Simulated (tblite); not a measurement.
Question: What does the GFN2-xTB structure of `C=C[PH+](C)C` look like in three dimensions? (Charge +1.)

Answer: 
```
atom  x, y, z in Å
C1     2.4707   -0.1478   -0.2935
C2     1.3366   -0.2381    0.3870
P3    -0.2678    0.1210   -0.3261
C4    -1.0630    1.4915    0.5387
C5    -1.3290   -1.3388   -0.2881
H6     2.5021    0.1500   -1.3300
H7     3.4189   -0.3716    0.1672
H8     1.3120   -0.5381    1.4286
H9    -0.0709    0.4861   -1.6412
H10   -0.4355    2.3813    0.4878
H11   -2.0320    1.7051    0.0869
H12   -1.2094    1.2200    1.5856
H13   -1.4774   -1.6493    0.7476
H14   -0.8629   -2.1556   -0.8392
H15   -2.2969   -1.1076   -0.7331
```

Orientation and origin are arbitrary. Atoms count from 1 in this order. C1 (terminal =CH2 carbon) is planar (angles 122.5°, 121.3° and 116.3°, sum 360.0°, 0.00 Å off the plane of its three neighbours). C2 (alkene CH carbon) is planar (angles 123.2°, 122.1° and 114.7°, sum 360.0°, 0.00 Å off the plane of its three neighbours). P3 (phosphonium phosphorus) is tetrahedral (angles from 107.7° to 110.8°).

Bonds between heavy atoms (Å): C1=C2 1.326, C2–P3 1.792, P3–C4 1.805, P3–C5 1.805.

Computed geometry: GFN2-xTB, gas phase.

Point group: Cs (every atom within 0.08 Å of its image). Its GFN2-xTB frequencies are all real (lowest 58 cm⁻¹). Torsions: C1–C2–P3–C4 -119°.

One conformer stands for the species.
